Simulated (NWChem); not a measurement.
# r2SCAN/def2-TZVP run of BHO2 (oxoborinic acid)

What is the vertical ionisation energy of BHO2 (oxoborinic acid) at r2SCAN/def2-TZVP? 

The results are computed with NWChem 7.3.0.

## 1. The molecule

The species is BHO2 (4 atoms), meant as a singlet with charge 0. SMILES: `O=BO`. Geometry: relaxed at PBE0-D4/def2-TZVP.

Bond lengths: O1–B2 1.210 Å, B2–O3 1.322 Å, O3–H4 0.960 Å. Angles: O1–B2–O3 177.5°, B2–O3–H4 117.0°.

## 2. The energy at r2SCAN/def2-TZVP

Contents of bho2.nw:

```
start bho2
memory 2200 mb
geometry units angstroms noautosym nocenter noautoz
  O       -1.555100       0.523500       0.428500
  B       -0.423900       0.132000       0.248600
  O        0.816700      -0.302000       0.108600
  H        1.162300      -0.353500      -0.785700
end
basis spherical bse
  * library def2-TZVP
end
dft
  xc r2scan
  grid coarse
  convergence energy 1e-08
  iterations 100
  mulliken
  print low
end
task dft
```

Started as:

```sh
$ nwchem bho2.nw > bho2.out
```

The log of the run:

```text
[...]
 d= 0,ls=0.0,diis     1   -175.8448657453 -2.30D+02  1.39D-02  1.09D+00     1.1
[...]
 d= 0,ls=0.0,diis    11   -175.9712558166 -1.38D-10  3.86D-08  3.85D-11     9.5
         Total DFT energy =     -175.971255816583
      One electron energy =     -347.871861521265
           Coulomb energy =      139.481909427146
    Exchange-Corr. energy =      -21.586884209614
 Nuclear repulsion energy =       54.005580487150
[...]
      Total Density - Mulliken Population Analysis
     ---------------------------------------------
    Atom       Charge   Shell Charges
 -----------   ------   -------------------------------------------------------
    1 O    8     8.27   0.79  1.18  0.62  0.85  0.37  1.86  1.77  0.81  0.00  0.01  0.00
    2 B    5     4.68   0.92  1.05  0.54  0.10  0.01  1.04  0.65  0.10  0.11  0.11  0.05
    3 O    8     8.41   0.79  1.18  0.59  0.88  0.32  1.92  1.92  0.79  0.00  0.01  0.00
    4 H    1     0.64   0.25  0.32  0.02  0.05
[...]
```

Wall time 10 s (1 thread of Intel Xeon Platinum 8488C (Sapphire Rapids), shared host); peak memory 0.11 GiB.

## 3. The doublet cation

Contents of calc.nw:

```
start calc
title "BHO2 r2SCAN"
memory 2200 mb
charge 1

geometry units angstrom noautosym nocenter noautoz
  O    -1.555100    0.523500    0.428500
  B    -0.423900    0.132000    0.248600
  O     0.816700   -0.302000    0.108600
  H     1.162300   -0.353500   -0.785700
end

basis spherical bse
  * library def2-TZVP
end

dft
  xc r2scan
  mult 2
  grid coarse
  convergence energy 1e-08
  iterations 100
  mulliken
  noprint "final vectors analysis"
end

task dft energy
```

Started as:

```sh
$ nwchem calc.nw > calc.out
```

The log of the run:

```text
[...]
          Wavefunction type:  spin polarized.
          No. of atoms     :     4
          No. of electrons :    21
[...]
          Charge           :     1
          Spin multiplicity:     2
[...]
          AO basis - number of functions:    99
[...]
              XC Information
              --------------
                      r^2SCAN Method XC Functional
               r^2SCAN metaGGA Exchange Functional  1.000
                     r^2SCAN Correlation Potential  1.000
[...]
 d= 0,ls=0.0,diis     1   -175.3414350629 -2.29D+02  7.56D-03  4.96D-01     1.4
[...]
 d= 0,ls=0.0,diis    13   -175.5261153076 -5.18D-09  2.02D-07  6.20D-10    14.0
[...]
         Total DFT energy =     -175.526115307552
      One electron energy =     -340.222301298542
           Coulomb energy =      131.928340647080
    Exchange-Corr. energy =      -21.237735143240
 Nuclear repulsion energy =       54.005580487150
[...]
      Total Density - Mulliken Population Analysis
     ---------------------------------------------
    Atom       Charge   Shell Charges
 -----------   ------   -------------------------------------------------------
    1 O    8     7.83   0.79  1.17  0.64  0.91  0.35  1.82  1.67  0.45  0.00  0.02  0.00
    2 B    5     4.49   0.92  1.05  0.56  0.14  0.00  1.00  0.57  0.01  0.10  0.10  0.05
    3 O    8     8.11   0.79  1.18  0.60  0.92  0.28  1.89  1.88  0.55  0.00  0.02  0.00
    4 H    1     0.57   0.23  0.28  0.01  0.05
[...]
      <S2> =      0.7628 (Exact =     0.7500)
[...]
```

Run time: 15 s. Hardware: 1 thread of Intel Xeon Platinum 8488C (Sapphire Rapids), shared host; peak memory 0.11 GiB.

## 4. Outcome

Level: r2SCAN/def2-TZVP.

| quantity | value |
| --- | --- |
| singlet BHO2: total energy | -175.97126 Eh |
| doublet cation: total energy | -175.52612 Eh |
| doublet cation: ⟨S²⟩ | 0.763 |
| vertical ionisation energy (to the doublet cation) | 12.113 eV |

**Reading.** Removing an electron at fixed nuclei costs 12.11 eV (1169 kJ/mol). Mulliken charges (singlet BHO2) run from -0.41 on O3 to +0.36 on H4; they depend strongly on the basis.
